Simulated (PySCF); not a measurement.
Compound: butyric acid, C4H8O2.
SMILES with atom numbers: `[CH3:1][CH2:2][CH2:3][C:4](=[O:5])[OH:6]` (hydrogens: H7, H8, H9 on C1; H10, H11 on C2; H12, H13 on C3; H14 on O6)

Structure used (PBE0-D3(BJ)/def2-TZVP), in Å, numbered top down from 1:
```xyz
14
C4H8O2 angstrom
C     -1.7884   -0.2969    0.7795
C     -0.5336    0.5338    0.5787
C      0.5411   -0.2293   -0.1692
C      1.7867    0.5713   -0.4095
O      1.9774    1.7038   -0.0594
O      2.7094   -0.1385   -1.0866
H     -2.5580    0.2712    1.3055
H     -2.2094   -0.6186   -0.1772
H     -1.5806   -1.1961    1.3662
H     -0.7682    1.4505    0.0314
H     -0.1358    0.8582    1.5439
H      0.1792   -0.5770   -1.1432
H      0.8337   -1.1377    0.3694
H      3.4744    0.4428   -1.1986
```

Computed with PySCF at wB97X-D/pcSseg-2, non-relativistic, on one gas-phase PBE0-D3(BJ)/def2-TZVP geometry that isn't relaxed in the solvent. The solvent is an IEF-PCM continuum (Bondi radii, 1.10 Å for H, scaled by 1.2). The model holds no explicit solvent molecules, cavitation or dispersion.

Gas phase at wB97X-D/pcSseg-2: HOMO -10.05 eV, LUMO 2.10 eV, dipole 1.60 D.

What does the continuum do to the energy, the frontier levels and the dipole at wB97X-D/pcSseg-2 in chloroform?

```
   solvent      ε  E(solvent) − E(gas) (kcal/mol)  polarisation term (kcal/mol)  distortion of the solute (kcal/mol)  HOMO (eV)  LUMO (eV)  dipole (D)
chloroform  4.711                           -4.83                         -5.27                                 0.44     -10.14       2.11        2.01
```

The polarisation term is half the interaction of the solute with the surface charges that it induces; the rest is the cost of distorting the solute's density. The sum is the electrostatic part of solvation alone.

Which radius a makes the point-dipole formula ΔE = −[(ε − 1)/(2ε + 1)]·μ²/a³ give the value in chloroform, with the gas-phase dipole?

μ = 0.630 au and |ΔE| = 0.00770 Eh give a = 1.40 Å; the farthest nucleus lies 3.60 Å from the centroid of the nuclei, so such a sphere wouldn't even hold the nuclei. The formula assumes a rigid point dipole at the centre of a sphere.

Give the dipole vector in the frame of the coordinates (D, pointing from negative to positive charge), gas and chloroform.

Gas (-0.37, -1.50, -0.41), solvent (-0.39, -1.89, -0.55). Its length changes by +25 % and its direction by 2°.

The pairwise dispersion term of wB97X-D wasn't added to the energies; at a given geometry it leaves orbitals and properties as they are.
